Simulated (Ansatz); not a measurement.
Input file:

```yaml
crystal:
  periodic: [false, false, false]
  atoms:
    - {symbol: As, position_ang: [0.000180, 0.000018, -0.032875]}
    - {symbol: H, position_ang: [1.259297, 0.013995, 0.821503]}
    - {symbol: H, position_ang: [-0.648855, 1.086822, 0.811601]}
    - {symbol: H, position_ang: [-0.623856, -1.102121, 0.810570]}
basis:
  gaussian: {orbitals: 6-31G}
total_charge: 1
magnetization: {spin_polarized: true, initial_magnetization: 1}
correlation: {method: bccd_t, electrons: outside_noble_gas}
```

```sh
$ ansatz run in.yaml --threads 1 --pin off --events-out ev --progress --plain --max-ram 2393MiB
```

The program prints:

```
346 factors; integrals over basis functions are off by at most 3.3e-4 eV
mean field evaluation 1: about -60822.8029 eV, gradient 5.9e0 eV
mean field evaluation 2: about -60822.8486 eV, gradient 5.9e0 eV
mean field evaluation 4: about -60823.1161 eV, gradient 8.0e-1 eV
mean field evaluation 8: about -60823.1210 eV, gradient 3.1e-3 eV
mean field evaluation 16: about -60823.1202 eV, gradient 1.3e-1 eV
mean field evaluation 32: about -60819.9669 eV, gradient 5.9e-3 eV
mean field -60823.12104453 eV, -2235.2084709942 hartree, gradient 9.9e-6 eV, S^2 0.752442; 2 other end points of the search recorded, 0 dependent functions left out
determinant -60823.12104453 eV, -2235.2084709942 hartree, with singles and doubles -60825.23140278 eV, -2235.2860252294 hartree
determinant -60819.96686973 eV, -2235.0925572084 hartree, with singles and doubles -60822.06792106 eV, -2235.1697694207 hartree
determinant -60819.96590429 eV, -2235.0925217292 hartree, with singles and doubles -60822.05575734 eV, -2235.1693224121 hartree
14 core orbitals not correlated: weight in the atoms' cores, before any rotation towards them, 0.999 or more for the frozen orbitals, at most 0.000 for the correlated occupied ones
reference -60823.12104453 eV, -2235.2084709942 hartree; 4, 3 occupied and 17, 18 virtual orbitals, 346 factors
second order -1.50836927 eV of doubles, -0.00000000 eV of singles
cycle   1  -2.11133441 eV  change   -1.0e-1 eV  update   9.7e-3
cycle   2  -2.11510656 eV  change   -3.8e-3 eV  update   2.7e-3
cycle   3  -2.11637615 eV  change   -1.3e-3 eV  update   7.2e-4
cycle   4  -2.11661347 eV  change   -2.4e-4 eV  update   2.3e-4
cycle   5  -2.11662910 eV  change   -1.6e-5 eV  update   9.3e-5
cycle   6  -2.11661086 eV  change    1.8e-5 eV  update   2.6e-5
cycle   7  -2.11660651 eV  change    4.4e-6 eV  update   8.2e-6
perturbative correction -0.02501553 eV, -0.0009193039 hartree
Total energy: -60825.26266657 eV, -2235.2871741525 hartree
```

Ran on 1 thread of Arm Neoverse V1, shared host: 1.1 s wall, 0.16 GiB peak host memory.
